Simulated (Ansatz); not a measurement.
Species: PH₃, charge 1, doublet. PH3+ (parent SMILES P, doublet).
B3LYP-D3(BJ)/def2-TZVP minimum from Ansatz (an electronic-structure program):
```xyz
4

P      0.0003     0.0005     0.0631
H     -0.0303     1.3480    -0.3258
H      1.1823    -0.6530    -0.3165
H     -1.1569    -0.7025    -0.3040
```
Charge +1, spin multiplicity 2.

Hartree-Fock and MP2 correlation energies in hartree (Ansatz). Open shells are spin-unrestricted; no spin-orbit coupling. Correlated methods leave the cores frozen. No relativity.

```tsv
basis	X	E(HF)	E(corr, MP2)
cc-pV(T+d)Z	3	-342.17580	-0.12993
cc-pV(Q+d)Z	4	-342.17967	-0.13931
cc-pV(5+d)Z	5	-342.18044	withheld
```

Task: Fit E(corr) = E∞ + A/X³ to X = 3 and 4, predict X = 5, and compare with the run.

Result: A = (-0.12993 - (-0.13931))/(1/27 - 1/64) = 0.4381; E∞ = -0.13931 - A/64 = -0.14615; at X = 5, E∞ + A/125 = -0.14265. The run gave -0.14315, 0.50 mEh below the prediction. The same form on X = 4 and 5 gives E∞ = -0.14718, 1.02 mEh below the first estimate.
